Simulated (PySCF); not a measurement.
# HCl: magnetic properties

Aim: compute the magnetic properties of HCl (`Cl`).

Programs: PySCF 2.14.0, with routines of our own; each step states its level. All values are computed. Atoms count from 0.

## (1) The system as given

2 atoms, charge 0, multiplicity 1; geometry from: GFN2-xTB.

## (2) Geometry optimisation at PBE0-D3(BJ)/def2-SVP

What the job is given:

```
{"job": {"xc": "PBE0", "basis": "def2-SVP", "d3": "d3bj", "grid": 1, "kind": "geom"}, "charge": 0, "multiplicity": 1}
Cl     0.639943    -0.002786    -0.002969
H     -0.637186     0.004054    -0.011180
```

Launch:

```bash
> OMP_NUM_THREADS=1 python excited_run.py task.json out
```

The driver reads the jobs from task.json and runs them one after another.

Log:

```text
step   0  E = -460.50235812  max force = 0.005242
step   1  E = -460.50238862  max force = 0.002411
step   2  E = -460.50239746  max force = 0.000094
optimisation converged
```

Run time: 1 s. Hardware: 1 thread of Intel Xeon Platinum 8259CL at 2.50GHz, shared host; peak memory 0.23 GiB.

Relaxation path:

```
step  energy from step 0 (eV)  largest force component (eV/Å)
   0                   0.0000                          0.2696
   1                  -0.0008                          0.1240
   2                  -0.0011                          0.0048
```

The bond:

```
  bond  before (Å)  after (Å)  change (Å)
Cl0–H1       1.277      1.285      +0.008
```

The next job starts from the end point, and lists it.

```
                         at the end point         value
  point group (found at 0.08 Å tolerance)         Cinfv
rotational constants (GHz, main isotopes)  312.4, 312.4
                        dipole moment (D)          1.38
```

## (3) Magnetic properties: GIAO B3LYP/6-311G**

What the job is given:

```
{"job": {"kind": "mag", "xc": "B3LYP", "basis": "6-311G**"}, "charge": 0, "multiplicity": 1}
Cl     0.651061    -0.002472    -0.002598
H     -0.633963     0.004618    -0.011107
```

Level: GIAO B3LYP/6-311G** magnetisability, rotational g tensor and spin-rotation constants, non-relativistic, gas phase.

Log:

```text
coarse grid: 2248 points
cycle   1  E = -460.8151648043  dE = -5.839e-02  |g| = 2.079e-01  |ddm| = 9.054e-01
cycle   2  E = -460.8171409143  dE = -1.976e-03  |g| = 1.978e-01  |ddm| = 4.166e-01
cycle   3  E = -460.8273643670  dE = -1.022e-02  |g| = 1.505e-02  |ddm| = 2.048e-01
cycle   4  E = -460.8273860045  dE = -2.164e-05  |g| = 2.167e-03  |ddm| = 1.095e-02
cycle   5  E = -460.8273870660  dE = -1.061e-06  |g| = 6.778e-04  |ddm| = 2.428e-03
final grid: 17120 points
cycle   6  E = -460.8334839096  dE = -2.072e-06  |g| = 1.663e-03  |ddm| = 4.280e-03
cycle   7  E = -460.8334839237  dE = -1.409e-08  |g| = 1.431e-03  |ddm| = 2.557e-03
cycle   8  E = -460.8334843670  dE = -4.433e-07  |g| = 9.785e-05  |ddm| = 1.407e-03
cycle   9  E = -460.8334843696  dE = -2.596e-09  |g| = 6.831e-06  |ddm| = 1.048e-04
cycle  10  E = -460.8334843696  dE = -1.131e-11  |g| = 1.882e-06  |ddm| = 7.301e-06
converged SCF energy = -460.8334843696

Magnetisability tensor (1e-30 J/T^2)
     -419.49        0.03       -0.04
        0.03     -413.79        0.00
       -0.04        0.00     -413.79
isotropic -415.69   principal values    -419.49   -413.79   -413.79
isotropic susceptibility -25.033 1e-6 cm^3/mol

Inertial axes            a          b          c
rot. const./GHz           -   312.4043   312.4043
chi total           -25.262    -24.919    -24.919
chi diamagnetic     -25.262    -28.586    -28.586
chi paramagnetic      0.000      3.667      3.667
quadrupole/D A        3.837     -1.918     -1.918
g nuclear                 -     0.9852     0.9852
g electronic              -    -0.5382    -0.5382
g total                   -     0.4470     0.4470

Spin-rotation constants (kHz, H = +C I.J)
atom  isotope        aa         bb         cc
  0   35Cl            -     57.558     57.558
  1     1H            -    -41.329    -41.329
```

It took 0.96 s on 1 thread of Intel Xeon Platinum 8259CL at 2.50GHz, shared host; peak memory 0.25 GiB.

In short:

```
              quantity               value
       magnetisability     -416·10⁻³⁰ J/T²
  molar susceptibility  -25.0·10⁻⁶ cm³/mol
rotational g (a, b, c)   –, 0.4470, 0.4470
```

Orbitals, density, ELF and potential are computed afterwards from the orbital file.

Frontier orbitals at B3LYP/6-311G**, with the share of their density that lies nearest to each atom:

```
orbital  energy (eV)            lies on
   HOMO        -9.25  Cl0 89 %; H1 11 %
   LUMO        -0.23  H1 61 %; Cl0 39 %
```

ELF in a plane through or near 2 of the atoms.

Ten even steps from '0' (0.00) to '9' (1.00):
```
0000000000000000000000000000
0000000000000000000000000000
0000000000000012222100000000
0000000000001134555421000000
0000000000001245666532000000
0000000001112367888754100000
0000000134544578898865210000
0000002478887777788876310000
0000005789998852224876310000
0000006899999814443665320000
0000016899999814543665320000
0000005789999852113876310000
0000002478887777788876310000
0000000134544578898865210000
0000000001112367888754100000
0000000000001245666532000000
0000000000001134555421000000
0000000000000012222100000000
0000000000000000000000000000
0000000000000000000000000000
```
The map spans 6.5 Å across and 5.2 Å up, centred on the molecule. Atoms in the plane (x, y in Å): Cl0 (0.6, 0.0), H1 (-0.6, 0.0).

On the surface of density 0.002 e/bohr³ the electrostatic potential runs, from the 1st to the 99th percentile, from -0.49 V near Cl0 to 2.34 V near H1.

## (4) Magnetic properties: GIAO B3LYP/IGLO-III

What the job is given:

```
{"job": {"kind": "mag", "xc": "B3LYP", "basis": "IGLO-III"}, "charge": 0, "multiplicity": 1}
Cl     0.651061    -0.002472    -0.002598
H     -0.633963     0.004618    -0.011107
```

Level: GIAO B3LYP/IGLO-III magnetisability, rotational g tensor and spin-rotation constants, non-relativistic, gas phase.

Log:

```text
coarse grid: 2248 points
cycle   1  E = -460.8116982969  dE = -9.127e-02  |g| = 2.334e-01  |ddm| = 1.008e+00
cycle   2  E = -460.8135487137  dE = -1.850e-03  |g| = 2.000e-01  |ddm| = 3.794e-01
cycle   3  E = -460.8235746629  dE = -1.003e-02  |g| = 3.927e-02  |ddm| = 1.765e-01
cycle   4  E = -460.8237624206  dE = -1.878e-04  |g| = 5.344e-03  |ddm| = 1.753e-02
cycle   5  E = -460.8237673508  dE = -4.930e-06  |g| = 1.849e-03  |ddm| = 4.655e-03
final grid: 17120 points
cycle   6  E = -460.8301247701  dE = -6.079e-06  |g| = 3.035e-03  |ddm| = 6.966e-03
cycle   7  E = -460.8301250929  dE = -3.228e-07  |g| = 2.067e-03  |ddm| = 2.609e-03
cycle   8  E = -460.8301257304  dE = -6.375e-07  |g| = 2.227e-04  |ddm| = 1.257e-03
cycle   9  E = -460.8301257401  dE = -9.750e-09  |g| = 4.177e-05  |ddm| = 1.302e-04
cycle  10  E = -460.8301257405  dE = -3.689e-10  |g| = 8.665e-06  |ddm| = 3.946e-05
converged SCF energy = -460.8301257405

Magnetisability tensor (1e-30 J/T^2)
     -399.24        0.01       -0.02
        0.01     -396.69        0.00
       -0.02        0.00     -396.69
isotropic -397.54   principal values    -399.24   -396.69   -396.69
isotropic susceptibility -23.940 1e-6 cm^3/mol

Inertial axes            a          b          c
rot. const./GHz           -   312.4043   312.4043
chi total           -24.043    -23.889    -23.889
chi diamagnetic     -24.043    -27.643    -27.643
chi paramagnetic     -0.000      3.754      3.754
quadrupole/D A        3.524     -1.762     -1.762
g nuclear                 -     0.9852     0.9852
g electronic              -    -0.5510    -0.5510
g total                   -     0.4342     0.4342

Spin-rotation constants (kHz, H = +C I.J)
atom  isotope        aa         bb         cc
  0   35Cl            -     59.397     59.397
  1     1H            -    -40.786    -40.786
```

It took 0.86 s on 1 thread of Intel Xeon Platinum 8259CL at 2.50GHz, shared host; peak memory 0.28 GiB.

From this job:

```
              quantity               value
       magnetisability     -398·10⁻³⁰ J/T²
  molar susceptibility  -23.9·10⁻⁶ cm³/mol
rotational g (a, b, c)   –, 0.4342, 0.4342
```

## (5) Magnetic properties: GIAO B3LYP/6-31G

What the job is given:

```
{"job": {"kind": "mag", "xc": "B3LYP", "basis": "6-31G"}, "charge": 0, "multiplicity": 1}
Cl     0.651061    -0.002472    -0.002598
H     -0.633963     0.004618    -0.011107
```

Method: GIAO B3LYP/6-31G magnetisability, rotational g tensor and spin-rotation constants, non-relativistic, gas phase.

Log:

```text
coarse grid: 2248 points
cycle   1  E = -460.7719121333  dE = -6.518e-03  |g| = 2.194e-01  |ddm| = 1.044e+00
cycle   2  E = -460.7771855782  dE = -5.273e-03  |g| = 2.051e-01  |ddm| = 6.919e-01
cycle   3  E = -460.7909962744  dE = -1.381e-02  |g| = 8.336e-03  |ddm| = 3.227e-01
cycle   4  E = -460.7910225469  dE = -2.627e-05  |g| = 5.574e-04  |ddm| = 1.591e-02
cycle   5  E = -460.7910226770  dE = -1.301e-07  |g| = 1.956e-05  |ddm| = 1.301e-03
final grid: 17120 points
cycle   6  E = -460.7756361358  dE = -2.934e-07  |g| = 1.226e-03  |ddm| = 4.424e-03
cycle   7  E = -460.7756362045  dE = -6.869e-08  |g| = 1.118e-03  |ddm| = 3.450e-03
cycle   8  E = -460.7756365934  dE = -3.890e-07  |g| = 1.826e-05  |ddm| = 1.685e-03
cycle   9  E = -460.7756365936  dE = -1.565e-10  |g| = 5.087e-07  |ddm| = 3.692e-05
converged SCF energy = -460.7756365936

Magnetisability tensor (1e-30 J/T^2)
     -407.50        0.02       -0.02
        0.02     -403.75        0.00
       -0.02        0.00     -403.75
isotropic -405.00   principal values    -407.50   -403.75   -403.75
isotropic susceptibility -24.390 1e-6 cm^3/mol

Inertial axes            a          b          c
rot. const./GHz           -   312.4043   312.4043
chi total           -24.540    -24.315    -24.315
chi diamagnetic     -24.540    -28.250    -28.250
chi paramagnetic      0.000      3.935      3.935
quadrupole/D A        3.400     -1.700     -1.700
g nuclear                 -     0.9852     0.9852
g electronic              -    -0.5775    -0.5775
g total                   -     0.4077     0.4077

Spin-rotation constants (kHz, H = +C I.J)
atom  isotope        aa         bb         cc
  0   35Cl            -     62.964     62.964
  1     1H            -    -48.083    -48.083
```

Run time: 0.42 s. Hardware: 1 thread of Intel Xeon Platinum 8259CL at 2.50GHz, shared host; peak memory 0.28 GiB.

In short:

```
              quantity               value
       magnetisability     -405·10⁻³⁰ J/T²
  molar susceptibility  -24.4·10⁻⁶ cm³/mol
rotational g (a, b, c)   –, 0.4077, 0.4077
```

## (6) Magnetic properties: GIAO B3LYP/6-31++G**

What the job is given:

```
{"job": {"kind": "mag", "xc": "B3LYP", "basis": "6-31++G**"}, "charge": 0, "multiplicity": 1}
Cl     0.651061    -0.002472    -0.002598
H     -0.633963     0.004618    -0.011107
```

With the program's defaults for keys left out, this is: GIAO B3LYP/6-31++G** magnetisability, rotational g tensor and spin-rotation constants, non-relativistic, gas phase.

Log:

```text
coarse grid: 2248 points
cycle   1  E = -460.8027657837  dE = -3.028e-02  |g| = 1.928e-01  |ddm| = 1.024e+00
cycle   2  E = -460.8051263140  dE = -2.361e-03  |g| = 1.862e-01  |ddm| = 5.076e-01
cycle   3  E = -460.8156763392  dE = -1.055e-02  |g| = 5.477e-03  |ddm| = 2.470e-01
cycle   4  E = -460.8156842924  dE = -7.953e-06  |g| = 1.734e-03  |ddm| = 8.977e-03
final grid: 17120 points
cycle   5  E = -460.8001927942  dE = -1.504e-06  |g| = 2.379e-03  |ddm| = 8.271e-03
cycle   6  E = -460.8001932019  dE = -4.077e-07  |g| = 2.036e-03  |ddm| = 5.711e-03
cycle   7  E = -460.8001944126  dE = -1.211e-06  |g| = 1.311e-04  |ddm| = 2.760e-03
cycle   8  E = -460.8001944177  dE = -5.074e-09  |g| = 3.252e-06  |ddm| = 1.479e-04
cycle   9  E = -460.8001944177  dE = -2.899e-12  |g| = 3.360e-07  |ddm| = 2.628e-06
converged SCF energy = -460.8001944177

Magnetisability tensor (1e-30 J/T^2)
     -416.12        0.04       -0.04
        0.04     -409.49        0.00
       -0.04        0.00     -409.49
isotropic -411.70   principal values    -416.12   -409.49   -409.49
isotropic susceptibility -24.793 1e-6 cm^3/mol

Inertial axes            a          b          c
rot. const./GHz           -   312.4043   312.4043
chi total           -25.059    -24.660    -24.660
chi diamagnetic     -25.059    -28.410    -28.410
chi paramagnetic      0.000      3.750      3.750
quadrupole/D A        3.806     -1.903     -1.903
g nuclear                 -     0.9852     0.9852
g electronic              -    -0.5504    -0.5504
g total                   -     0.4348     0.4348

Spin-rotation constants (kHz, H = +C I.J)
atom  isotope        aa         bb         cc
  0   35Cl            -     55.836     55.836
  1     1H            -    -40.820    -40.820
```

Wall time 0.56 s (1 thread of Intel Xeon Platinum 8259CL at 2.50GHz, shared host); peak memory 0.28 GiB.

In short:

```
              quantity               value
       magnetisability     -412·10⁻³⁰ J/T²
  molar susceptibility  -24.8·10⁻⁶ cm³/mol
rotational g (a, b, c)   –, 0.4348, 0.4348
```

## (7) Magnetic properties: GIAO B3LYP/def2-SVP

What the job is given:

```
{"job": {"kind": "mag", "xc": "B3LYP", "basis": "def2-SVP"}, "charge": 0, "multiplicity": 1}
Cl     0.651061    -0.002472    -0.002598
H     -0.633963     0.004618    -0.011107
```

Level: GIAO B3LYP/def2-SVP magnetisability, rotational g tensor and spin-rotation constants, non-relativistic, gas phase.

Log:

```text
coarse grid: 2248 points
cycle   1  E = -460.6118461608  dE = -5.232e-02  |g| = 2.076e-01  |ddm| = 1.050e+00
cycle   2  E = -460.6157036925  dE = -3.858e-03  |g| = 1.874e-01  |ddm| = 4.805e-01
cycle   3  E = -460.6251621615  dE = -9.458e-03  |g| = 6.643e-03  |ddm| = 2.270e-01
cycle   4  E = -460.6251711185  dE = -8.957e-06  |g| = 2.457e-03  |ddm| = 6.863e-03
final grid: 17120 points
cycle   5  E = -460.6700848941  dE = -1.489e-06  |g| = 1.966e-03  |ddm| = 5.572e-03
cycle   6  E = -460.6700851619  dE = -2.678e-07  |g| = 1.695e-03  |ddm| = 3.648e-03
cycle   7  E = -460.6700859898  dE = -8.279e-07  |g| = 6.728e-05  |ddm| = 1.779e-03
cycle   8  E = -460.6700859909  dE = -1.094e-09  |g| = 6.209e-06  |ddm| = 8.336e-05
cycle   9  E = -460.6700859909  dE = -8.185e-12  |g| = 5.126e-07  |ddm| = 8.140e-06
converged SCF energy = -460.6700859909

Magnetisability tensor (1e-30 J/T^2)
     -392.15        0.00       -0.00
        0.00     -392.08        0.00
       -0.00        0.00     -392.08
isotropic -392.11   principal values    -392.15   -392.08   -392.08
isotropic susceptibility -23.613 1e-6 cm^3/mol

Inertial axes            a          b          c
rot. const./GHz           -   312.4043   312.4043
chi total           -23.616    -23.612    -23.612
chi diamagnetic     -23.616    -27.406    -27.406
chi paramagnetic     -0.000      3.795      3.795
quadrupole/D A        3.309     -1.654     -1.654
g nuclear                 -     0.9852     0.9852
g electronic              -    -0.5569    -0.5569
g total                   -     0.4283     0.4283

Spin-rotation constants (kHz, H = +C I.J)
atom  isotope        aa         bb         cc
  0   35Cl            -     52.039     52.039
  1     1H            -    -42.119    -42.119
```

It took 0.46 s on 1 thread of Intel Xeon Platinum 8259CL at 2.50GHz, shared host; peak memory 0.28 GiB.

In short:

```
              quantity               value
       magnetisability     -392·10⁻³⁰ J/T²
  molar susceptibility  -23.6·10⁻⁶ cm³/mol
rotational g (a, b, c)   –, 0.4283, 0.4283
```

## (8) Magnetic properties: GIAO B3LYP/pcseg-1

What the job is given:

```
{"job": {"kind": "mag", "xc": "B3LYP", "basis": "pcseg-1"}, "charge": 0, "multiplicity": 1}
Cl     0.651061    -0.002472    -0.002598
H     -0.633963     0.004618    -0.011107
```

Level: GIAO B3LYP/pcseg-1 magnetisability, rotational g tensor and spin-rotation constants, non-relativistic, gas phase.

Log:

```text
coarse grid: 2248 points
cycle   1  E = -460.7891669262  dE = -3.507e-02  |g| = 1.836e-01  |ddm| = 1.137e+00
cycle   2  E = -460.7911681403  dE = -2.001e-03  |g| = 1.767e-01  |ddm| = 4.939e-01
cycle   3  E = -460.8007756475  dE = -9.608e-03  |g| = 4.614e-03  |ddm| = 2.498e-01
cycle   4  E = -460.8007817343  dE = -6.087e-06  |g| = 9.116e-04  |ddm| = 8.764e-03
final grid: 17120 points
cycle   5  E = -460.8044080813  dE = -8.783e-07  |g| = 1.554e-03  |ddm| = 6.505e-03
cycle   6  E = -460.8044082591  dE = -1.778e-07  |g| = 1.342e-03  |ddm| = 4.460e-03
cycle   7  E = -460.8044088020  dE = -5.429e-07  |g| = 8.229e-05  |ddm| = 2.112e-03
cycle   8  E = -460.8044088041  dE = -2.111e-09  |g| = 4.131e-06  |ddm| = 8.948e-05
cycle   9  E = -460.8044088042  dE = -2.615e-12  |g| = 3.073e-07  |ddm| = 3.343e-06
converged SCF energy = -460.8044088042

Magnetisability tensor (1e-30 J/T^2)
     -413.76        0.03       -0.03
        0.03     -408.97        0.00
       -0.03        0.00     -408.97
isotropic -410.57   principal values    -413.76   -408.97   -408.97
isotropic susceptibility -24.725 1e-6 cm^3/mol

Inertial axes            a          b          c
rot. const./GHz           -   312.4043   312.4043
chi total           -24.917    -24.629    -24.629
chi diamagnetic     -24.917    -28.272    -28.272
chi paramagnetic     -0.000      3.644      3.644
quadrupole/D A        3.801     -1.901     -1.901
g nuclear                 -     0.9852     0.9852
g electronic              -    -0.5347    -0.5347
g total                   -     0.4504     0.4504

Spin-rotation constants (kHz, H = +C I.J)
atom  isotope        aa         bb         cc
  0   35Cl            -     59.483     59.483
  1     1H            -    -41.178    -41.178
```

Run time: 0.49 s. Hardware: 1 thread of Intel Xeon Platinum 8259CL at 2.50GHz, shared host; peak memory 0.28 GiB.

In short:

```
              quantity               value
       magnetisability     -411·10⁻³⁰ J/T²
  molar susceptibility  -24.7·10⁻⁶ cm³/mol
rotational g (a, b, c)   –, 0.4504, 0.4504
```

## (9) Magnetic properties: GIAO B3LYP/pcSseg-3

What the job is given:

```
{"job": {"kind": "mag", "xc": "B3LYP", "basis": "pcSseg-3"}, "charge": 0, "multiplicity": 1}
Cl     0.651061    -0.002472    -0.002598
H     -0.633963     0.004618    -0.011107
```

With the program's defaults for keys left out, this is: GIAO B3LYP/pcSseg-3 magnetisability, rotational g tensor and spin-rotation constants, non-relativistic, gas phase.

Log:

```text
coarse grid: 2248 points
cycle   1  E = -460.8376074975  dE = -4.221e-02  |g| = 1.934e-01  |ddm| = 6.403e-01
cycle   2  E = -460.8374863049  dE =  1.212e-04  |g| = 2.169e-01  |ddm| = 3.420e-01
cycle   3  E = -460.8492141217  dE = -1.173e-02  |g| = 1.887e-02  |ddm| = 1.594e-01
cycle   4  E = -460.8492410888  dE = -2.697e-05  |g| = 3.889e-03  |ddm| = 8.699e-03
cycle   5  E = -460.8492431696  dE = -2.081e-06  |g| = 1.508e-03  |ddm| = 2.533e-03
final grid: 17120 points
cycle   6  E = -460.8525561992  dE = -7.555e-06  |g| = 2.446e-03  |ddm| = 9.592e-03
cycle   7  E = -460.8525564082  dE = -2.090e-07  |g| = 1.994e-03  |ddm| = 2.115e-03
cycle   8  E = -460.8525570111  dE = -6.029e-07  |g| = 5.728e-05  |ddm| = 1.051e-03
cycle   9  E = -460.8525570117  dE = -5.895e-10  |g| = 2.865e-05  |ddm| = 6.112e-05
converged SCF energy = -460.8525570117

Magnetisability tensor (1e-30 J/T^2)
     -413.49        0.02       -0.02
        0.02     -410.32        0.00
       -0.02        0.00     -410.32
isotropic -411.38   principal values    -413.49   -410.32   -410.32
isotropic susceptibility -24.774 1e-6 cm^3/mol

Inertial axes            a          b          c
rot. const./GHz           -   312.4043   312.4043
chi total           -24.901    -24.710    -24.710
chi diamagnetic     -24.901    -28.398    -28.398
chi paramagnetic      0.000      3.688      3.688
quadrupole/D A        3.640     -1.820     -1.820
g nuclear                 -     0.9852     0.9852
g electronic              -    -0.5413    -0.5413
g total                   -     0.4439     0.4439

Spin-rotation constants (kHz, H = +C I.J)
atom  isotope        aa         bb         cc
  0   35Cl            -     60.198     60.198
  1     1H            -    -39.967    -39.967
```

Run time: 2.2 s. Hardware: 1 thread of Intel Xeon Platinum 8259CL at 2.50GHz, shared host; peak memory 0.46 GiB.

In short:

```
              quantity               value
       magnetisability     -411·10⁻³⁰ J/T²
  molar susceptibility  -24.8·10⁻⁶ cm³/mol
rotational g (a, b, c)   –, 0.4439, 0.4439
```

## (10) Magnetic properties: GIAO B3LYP/IGLO-II

What the job is given:

```
{"job": {"kind": "mag", "xc": "B3LYP", "basis": "IGLO-II"}, "charge": 0, "multiplicity": 1}
Cl     0.651061    -0.002472    -0.002598
H     -0.633963     0.004618    -0.011107
```

Level: GIAO B3LYP/IGLO-II magnetisability, rotational g tensor and spin-rotation constants, non-relativistic, gas phase.

Log:

```text
coarse grid: 2248 points
cycle   1  E = -460.7626223377  dE = -6.891e-02  |g| = 2.340e-01  |ddm| = 8.937e-01
cycle   2  E = -460.7652411729  dE = -2.619e-03  |g| = 1.932e-01  |ddm| = 4.092e-01
cycle   3  E = -460.7746148870  dE = -9.374e-03  |g| = 3.754e-02  |ddm| = 2.022e-01
cycle   4  E = -460.7747795472  dE = -1.647e-04  |g| = 3.556e-03  |ddm| = 1.944e-02
cycle   5  E = -460.7747819096  dE = -2.362e-06  |g| = 1.609e-03  |ddm| = 3.789e-03
final grid: 17120 points
cycle   6  E = -460.7907694464  dE = -5.055e-06  |g| = 2.275e-03  |ddm| = 5.433e-03
cycle   7  E = -460.7907697174  dE = -2.710e-07  |g| = 1.645e-03  |ddm| = 2.421e-03
cycle   8  E = -460.7907701334  dE = -4.159e-07  |g| = 5.697e-05  |ddm| = 1.125e-03
cycle   9  E = -460.7907701341  dE = -6.810e-10  |g| = 2.319e-05  |ddm| = 5.021e-05
converged SCF energy = -460.7907701341

Magnetisability tensor (1e-30 J/T^2)
     -399.02        0.02       -0.02
        0.02     -395.94        0.00
       -0.02        0.00     -395.94
isotropic -396.96   principal values    -399.02   -395.94   -395.94
isotropic susceptibility -23.906 1e-6 cm^3/mol

Inertial axes            a          b          c
rot. const./GHz           -   312.4043   312.4043
chi total           -24.029    -23.844    -23.844
chi diamagnetic     -24.029    -27.606    -27.606
chi paramagnetic      0.000      3.762      3.762
quadrupole/D A        3.551     -1.775     -1.775
g nuclear                 -     0.9852     0.9852
g electronic              -    -0.5521    -0.5521
g total                   -     0.4331     0.4331

Spin-rotation constants (kHz, H = +C I.J)
atom  isotope        aa         bb         cc
  0   35Cl            -     58.881     58.881
  1     1H            -    -42.039    -42.039
```

Wall time 0.6 s (1 thread of Intel Xeon Platinum 8259CL at 2.50GHz, shared host); peak memory 0.37 GiB.

From this job:

```
              quantity               value
       magnetisability     -397·10⁻³⁰ J/T²
  molar susceptibility  -23.9·10⁻⁶ cm³/mol
rotational g (a, b, c)   –, 0.4331, 0.4331
```

[end of part 1 of 2]
